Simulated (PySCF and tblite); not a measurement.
Values are calculated unless marked as measured or tabulated.
Stationary points of C4H9NS at GFN2-xTB, in Å:

Structure A

```
 1 C     2.449    0.875   -0.268
 2 S     1.996   -0.895   -0.528
 3 N     0.427   -1.212   -0.356
 4 C    -0.642   -0.601   -0.076
 5 C    -0.808    0.863    0.238
 6 C    -1.905   -1.414   -0.077
 7 H     3.481    0.937   -0.598
 8 H     2.383    1.135    0.783
 9 H     1.825    1.517   -0.878
10 H    -0.824    1.442   -0.686
11 H    -1.749    1.029    0.756
12 H     0.004    1.229    0.859
13 H    -1.693   -2.434   -0.380
14 H    -2.628   -0.975   -0.762
15 H    -2.344   -1.421    0.920
```

Structure B

```
 1 C     2.828    0.688   -0.314
 2 S     1.975   -0.954   -0.181
 3 N     0.461   -0.633   -0.031
 4 C    -0.759   -0.393    0.090
 5 C    -1.295    1.016    0.108
 6 C    -1.779   -1.491    0.226
 7 H     3.886    0.472   -0.419
 8 H     2.647    1.263    0.588
 9 H     2.461    1.216   -1.188
10 H    -2.001    1.158   -0.709
11 H    -1.823    1.203    1.043
12 H    -0.487    1.737    0.008
13 H    -1.294   -2.462    0.198
14 H    -2.505   -1.431   -0.584
15 H    -2.317   -1.387    1.167
```

Structure C

```
 1 C     2.982    0.323   -0.230
 2 S     1.616   -0.864   -0.056
 3 N     0.399    0.257   -0.101
 4 C    -0.838   -0.014   -0.015
 5 C    -1.806    1.125   -0.073
 6 C    -1.393   -1.397    0.141
 7 H     3.906   -0.246   -0.222
 8 H     2.952    1.016    0.604
 9 H     2.868    0.854   -1.170
10 H    -2.485    0.990   -0.914
11 H    -2.400    1.152    0.839
12 H    -1.277    2.067   -0.186
13 H    -1.065   -2.014   -0.696
14 H    -2.478   -1.395    0.191
15 H    -0.986   -1.848    1.047
```

The path came from a restrained scan, a climbing-image band and a saddle search at GFN2-xTB; energies are BP86/pcSseg-1 + D3(BJ), IEF-PCM tetrahydrofuran//GFN2-xTB, thermal terms GFN2-xTB.

Task: Which structure is a saddle point, and along which motion?

Result: B: one imaginary mode (248i cm⁻¹ at GFN2-xTB, mostly on N3), along the planar inversion at N3 (torsion C5–C4–N3–S2 from 180° to 0°).

Task: Give their symmetry and energies above the lowest.

Result: A C1, 6.2 kcal/mol; B Cs, 20.4 kcal/mol; C Cs, 0.0 kcal/mol.
